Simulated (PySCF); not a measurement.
Isomers of C4H7N, mass 69.058 u with the commonest isotopes. Theory: PBE0-D3(BJ)/def2-SVP geometry optimisation, gas phase in PySCF. One conformer each, none proved a minimum here; rigid rotors.

Task: Order these by out-of-plane moment Σ m c² = (Ia + Ib − Ic)/2, smallest first.
A. `[NH2:1][C@@H:2]1[C@H:3]2[CH2:4][C@@H:5]12` with H–N1–C2–C3 41° and 161°
B. `C1(=N)CCC1`
C. `[NH2:1][C@H:2]1[C@H:3]2[CH2:4][C@@H:5]12` with H–N1–C2–C3 -156° and 86°
D. `CC(C#N)C` (isobutyronitrile)
E. `[H]/[N:1]=[CH:2]\[CH:3]1[CH2:4][CH2:5]1` with N1–C2–C3–C4 -26°

Result: B (5.05 u·Å²), D (8.31 u·Å²), A (12.99 u·Å²), C (18.70 u·Å²), E (19.50 u·Å²).

Task: Order these by dipole moment, smallest first.
A. `[H]/[N:1]=[CH:2]\[CH:3]1[CH2:4][CH2:5]1` with N1–C2–C3–C4 -26°
B. `CC(C)C#N` (isobutyronitrile)
C. `N=C1CCC1`
D. `[NH2:1][C@H:2]1[C@H:3]2[CH2:4][C@@H:5]12` with H–N1–C2–C3 -156° and 86°

Result: D (1.49 D), C (2.22 D), A (2.70 D), B (3.93 D).

Task: Order these by rotational constant C, smallest first.
A. `[NH2:1][C@@H:2]1[C@H:3]2[CH2:4][C@@H:5]12` with H–N1–C2–C3 41° and 161°
B. `[H]/[N:1]=[CH:2]\[CH:3]1[CH2:4][CH2:5]1` with N1–C2–C3–C4 -26°
C. `[NH2:1][C@H:2]1[C@H:3]2[CH2:4][C@@H:5]12` with H–N1–C2–C3 -156° and 86°
D. `C1C(CC1)=N`
E. `CC(C)C#N` (isobutyronitrile)

Result: E (2901 MHz), D (3529 MHz), B (3668 MHz), A (3777 MHz), C (4415 MHz).

| SMILES | point group | Ia (u·Å²) | Ib (u·Å²) | Ic (u·Å²) | κ | μa (D) | μb (D) | μc (D) |
| --- | --- | --- | --- | --- | --- | --- | --- | --- |
| N=C1CCC1 | near Cs | 46.98 | 106.31 | 143.19 | -0.66 | 1.74 | 1.38 | 0.12 |
| N[C@H]1[C@H]2C[C@@H]12 | Cs | 46.05 | 105.81 | 114.46 | -0.89 | 0.58 | 1.37 | 0.00 |
| CC(C)C#N | Cs | 63.48 | 127.39 | 174.24 | -0.58 | 3.88 | 0.00 | 0.64 |
| [H]/N=C\C1CC1 | near Cs | 44.66 | 132.11 | 137.77 | -0.96 | 2.64 | 0.52 | 0.18 |
| N[C@@H]1[C@H]2C[C@@H]12 | – | 31.16 | 128.61 | 133.80 | -0.98 | 0.14 | 1.09 | 1.18 |
